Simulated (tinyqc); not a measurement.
Inside a calculation. Method: Pariser-Parr-Pople SCF with singles CI, for the molecule N=CC=O (SMILES; centres numbered as the heavy atoms are written). One step of it, computed by the program tinyqc.

Task: Iteration 2: Fock matrix. F_rr = H_rr + P_rr gamma_rr / 2 + sum_(s != r) P_ss gamma_rs; F_rs = H_rs - P_rs gamma_rs / 2; E = tr P (H + F) / 2 + core repulsion sum_(r<s) z_r z_s gamma_rs.

P after iteration 1, order 1N, 2C, 3C, 4O:
```
[[1.138656, 0.918874, 0.153665, -0.335905],
 [0.918874, 0.819190, 0.347930, 0.043853],
 [0.153665, 0.347930, 0.666272, 0.862530],
 [-0.335905, 0.043853, 0.862530, 1.375882]]
```

core matrix H (eV), order 1N, 2C, 3C, 4O:
```
[[-26.546521, -2.510000, 0.000000, 0.000000],
 [-2.510000, -26.074217, -2.390000, 0.000000],
 [0.000000, -2.390000, -26.219771, -2.510000],
 [0.000000, 0.000000, -2.510000, -30.595315]]
```

repulsion gamma_rs (eV), order 1N, 2C, 3C, 4O:
```
[[12.300000, 5.475536, 3.940734, 3.030251],
 [5.475536, 11.130000, 5.346327, 4.092353],
 [3.940734, 5.346327, 11.130000, 5.772710],
 [3.030251, 4.092353, 5.772710, 15.200000]]
```

Centres (angstrom, eV; a flat drawing with bonds scaled to 1.40 angstrom):
```
centre          x          y  core charge z          W   gamma_rr
1N       1.848000  -0.127000              1  14.100000  12.300000
2C       0.559000   0.421000              1  11.160000  11.130000
3C      -0.559000  -0.421000              1  11.160000  11.130000
4O      -1.848000   0.127000              1  17.700000  15.200000
```

Give: F; pi energy.

Result:

F (eV), order 1N, 2C, 3C, 4O:
```
[[-8.2634, -5.0257, -0.3028, 0.5089],
 [-5.0257, -6.0880, -3.3201, -0.0897],
 [-0.3028, -3.3201, -5.7026, -4.9996],
 [0.5089, -0.0897, -4.9996, -9.4896]]
```

pi energy = -59.1540 eV
